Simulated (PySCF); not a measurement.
## Löwdin shares of the frontier orbitals

Compound: hydrogen fluoride, HF.
Cartesian coordinates in Å at the GFN2-xTB level; atoms count from 1:
```xyz
2
HF angstrom
F      0.4676   -0.0028   -0.0029
H     -0.4648    0.0041   -0.0112
```

Computed with TDDFT B3LYP/def2-SVPD, vertical, gas phase, core orbitals frozen in the response in PySCF.

Frontier orbitals with the atoms that hold most of them (Löwdin shares over 4%, at most four atoms; ? is withheld):

| orbital | ε (eV) | atoms |
| --- | --- | --- |
| HOMO-3 | -32.35 | F1 78%, H2 22% |
| HOMO-2 | -15.19 | F1 83%, H2 17% |
| HOMO-1 | -11.58 | F1 94%, H2 6% |
| HOMO | -11.58 | F1 94%, H2 6% |
| LUMO | ? | F1 53%, H2 47% |
| LUMO+1 | 3.96 | F1 90%, H2 10% |
| LUMO+2 | 4.02 | F1 80%, H2 20% |

Problem. What is the LUMO energy, and the HOMO–LUMO gap?

Solution. ε(LUMO) = -0.06 eV; the gap is 11.53 eV (0.4235 hartree).

Within 0.005 eV of a neighbour in this list lie HOMO-1/HOMO (point group found: C∞v).

Problem. How does S1 compare with the orbital gap of 11.53 eV?

Solution. S1 is at 9.88 eV (f = 0.030), 1.65 eV below the gap, made of HOMO-1/HOMO→LUMO (100%). S1/S2 lie within about 0.01 eV of each other. 

Next come S2 at 9.88 eV (f 0.030), HOMO-1/HOMO→LUMO (100%); S3 at 13.77 eV (f 0.142), HOMO-2→LUMO (82%); S4 at 13.96 eV (f 0.0000), HOMO-1/HOMO→LUMO+2 (≥50%), HOMO-1/HOMO→LUMO+3 (≥38%); S5 at 13.98 eV (f 0.0000), HOMO-1/HOMO→LUMO+3 (≥47%), HOMO-1/HOMO→LUMO+2 (≥47%).

Orbitals of the list HOMO-3 to LUMO+2 that lie within 0.01 eV of each other are written together with a slash and their weights summed (≥ marks a lower bound); for degenerate orbitals outside that list single weights are arbitrary.

The run took 0.5 s on one thread, Arm Neoverse V1, shared host.
